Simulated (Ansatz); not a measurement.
# C₄H₄OS: one species, many methods

One table from this session's results is given with a row withheld; the runs are named, their logs left out.

Method: functionals in def2-TZVPP, the program's frozen cores in correlated methods; program: Ansatz 0.2.0, Gaussian basis.

Levels to be run: LDA (SPW92), PBE-D4, revPBE-D4, BLYP-D4, r2SCAN-D4, B97M-V, PBE0-D4, B3LYP-D4, r2SCANh-D4, r2SCAN0-D4, HSE06-D4, BHLYP-D4, CAM-B3LYP-D4, LC-ωPBE, ωB97X-V, ωB97M-V, B2PLYP, PBE-QIDH; CCSD(T)/def2-SVP; CCSD(T)/def2-TZVPP; MP2/def2-QZVPP; extrapolation to the limit; RPA on PBE.

## The relaxed structure

The geometry comes from an earlier relaxation with PBE0-D4 in a triple-zeta def2 set; it is a stationary point, not always the lowest conformer.

SMILES `Oc1cccs1`, 10 atoms, charge 0, spin multiplicity 1.

Atoms are counted from 1 here; the program's logs count them from 0.

Bond lengths: O1–C2 1.348 Å, O1–H7 0.962 Å, C2–C3 1.363 Å, C2–S6 1.718 Å, C3–C4 1.421 Å, C3–H8 1.083 Å, C4–C5 1.358 Å, C4–H9 1.082 Å, C5–S6 1.717 Å, C5–H10 1.078 Å. Angles: C2–O1–H7 108.7°, O1–C2–C3 130.1°, O1–C2–S6 117.8°, C3–C2–S6 112.1°, C2–C3–C4 111.8°, C2–C3–H8 123.7°, C4–C3–H8 124.6°, C3–C4–C5 113.2°, C3–C4–H9 123.6°, C5–C4–H9 123.2°, C4–C5–S6 111.5°, C4–C5–H10 128.7°, S6–C5–H10 119.8°, C2–S6–C5 91.5°.

Set-up of the first run:

Contents of in.yaml:

```yaml
crystal:
  periodic: [false, false, false]
  atoms:
    - {symbol: O, position_ang: [-0.997887, -1.709016, -1.307966]}
    - {symbol: C, position_ang: [-0.443818, -0.662091, -0.664122]}
    - {symbol: C, position_ang: [0.082513, -0.581026, 0.590597]}
    - {symbol: C, position_ang: [0.565545, 0.724116, 0.875616]}
    - {symbol: C, position_ang: [0.397706, 1.592963, -0.154500]}
    - {symbol: S, position_ang: [-0.355647, 0.836907, -1.499670]}
    - {symbol: H, position_ang: [-0.980621, -2.473676, -0.724876]}
    - {symbol: H, position_ang: [0.123275, -1.415430, 1.279448]}
    - {symbol: H, position_ang: [1.021467, 1.001192, 1.816936]}
    - {symbol: H, position_ang: [0.670467, 2.634962, -0.208562]}
basis:
  gaussian: {orbitals: def2-TZVPP}
hamiltonian: {xc: lda}
output: {orbitals: {seedname: orbitals}}
```

Launch:

```sh
ansatz run in.yaml --threads 4 --pin off --events-out ev --progress --plain --max-ram 10444MiB
```

Steps of the session up to this table: LDA; PBE-D4 (GGA); revPBE-D4 (GGA); BLYP-D4 (GGA); r2SCAN-D4 (meta-GGA); B97M-V (meta-GGA); B3LYP-D4 (hybrid); r2SCANh-D4 (hybrid); r2SCAN0-D4 (hybrid); HSE06-D4 (hybrid); BHLYP-D4 (hybrid); CAM-B3LYP-D4 (range-separated); LC-ωPBE (range-separated); ωB97X-V (range-separated); ωB97M-V (range-separated); B2PLYP (double hybrid); PBE-QIDH (double hybrid).

One of the session's tables, all rows but one given; the rest of the session is left out.

It belongs to the step «Orbital energies across the functionals». 

```
  functional  HOMO (eV)  gap (eV)
 LDA (SPW92)      -5.29      4.19
      PBE-D4      -5.09      4.20
   revPBE-D4      -5.01      4.22
     BLYP-D4      -4.92      4.17
   r2SCAN-D4      -5.26      4.54
      B97M-V      -5.25      4.61
     PBE0-D4      -6.17      6.15
    B3LYP-D4      -5.95      5.73
  r2SCANh-D4      -5.68      5.27
  r2SCAN0-D4      -6.29      6.37
    HSE06-D4      -5.77      5.38
    BHLYP-D4      -7.08      8.06
CAM-B3LYP-D4      -7.43      8.49
     LC-ωPBE      -8.74     10.84
     ωB97X-V          ?         ?
     ωB97M-V      -8.29     10.33
```

**Question.** Estimate the row for ωB97X-V.

**Answer.** HOMO (eV): -8.38; gap (eV): 10.47. In the column «HOMO (eV)» it lies between LC-ωPBE (-8.74) and ωB97M-V (-8.29).
